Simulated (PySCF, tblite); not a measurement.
## aluminium trichloride and dimethyl sulfide

A gas-phase complex of aluminium trichloride and dimethyl sulfide; neutral, singlet. The structure comes from a short search (6 tight-binding starts) and was relaxed by PBE0-D3(BJ)/def2-SVPD; another way of binding may lie lower. No frequency run checks that it is a minimum.

```csv
part,name,SMILES,atoms,charge,multiplicity
1,aluminium trichloride,[Cl][Al]([Cl])[Cl],1–4,0,1
2,dimethyl sulfide,CSC,5–13,0,1
```

```xyz
13

Cl    0.901    0.298    2.043
Al    0.168   -0.556    0.243
Cl    1.180   -0.128   -1.574
Cl   -1.958   -0.683    0.094
C    -0.094   -3.626   -0.810
S     0.780   -2.840    0.562
C    -0.276   -3.279    1.961
H    -1.138   -3.289   -0.834
H    -0.030   -4.715   -0.699
H     0.418   -3.314   -1.730
H    -0.218   -4.361    2.129
H     0.119   -2.744    2.834
H    -1.308   -2.961    1.768
```
Atom numbers follow the order of the file, from 1.

| contact | kind (by geometry) | distance (Å) | angle (°) |
| --- | --- | --- | --- |
| Al2···S6 | bond | 2.386 | - |

The parts are joined by the bond Al2–S6, so these are energies of forming such bonds; deforming the relaxed parts to their shape in the adduct costs 7.4 kcal/mol, which the interaction energies leave out.

Interaction energies are complex less parts, with the parts frozen as they stand in it; counterpoise-corrected, in kcal/mol (PySCF).

Q: How strongly do the parts interact, level by level?

A: 
```csv
level,interaction,superposition error removed
wB97M-D3(BJ)/def2-SVPD,-38.00,-3.00
PBE0-D3(BJ)/def2-SVPD,-40.22,-3.15
```

Q: What holds them together? Decompose the wB97M-D3(BJ)/def2-SVPD energy: frozen parts, their antisymmetrised product, then relaxation.

A: electrostatic -57.8, Pauli repulsion +64.0, orbital relaxation -42.3, dispersion correction -4.9 kcal/mol, which sum to the value before the counterpoise correction; the Pauli term holds the exchange-correlation of the frozen density too. Of the attraction, 55 % is electrostatic, 40 % is orbital relaxation, 5 % is dispersion correction.

The parts were also relaxed and run alone, at the levels used for the complex: shieldings by PBE0/pcSseg-1; core levels by delta-SCF with SCAN, pcX-2 on the ionised atom and pcseg-1 elsewhere, spin-free X2C (2p3/2 is the spin-free 2p value less a third of a first-order spin-orbit splitting).

Values alone: shielding of Al2 (ppm): 413.3; shielding of S6 (ppm): 594.8; Cl1 2p3/2 core level (eV): 206.53; Al2 2p3/2 core level (eV): 83.03; S6 2p3/2 core level (eV): 169.15.

Q: What does binding change?

A: 
```csv
property,alone,in the complex,change
shielding of Al2 (ppm),413.3,447.8,+34.5
shielding of S6 (ppm),594.8,577.8,-17.0
Cl1 2p3/2 core level (eV),206.53,205.41,-1.13
Al2 2p3/2 core level (eV),83.03,81.49,-1.54
S6 2p3/2 core level (eV),169.15,171.27,+2.13
```

The 4 runs behind this took 5.2 min in all, one thread each of Arm Neoverse N1 on a shared host, launched as `OMP_NUM_THREADS=1 python cluster_run.py task.json out`.
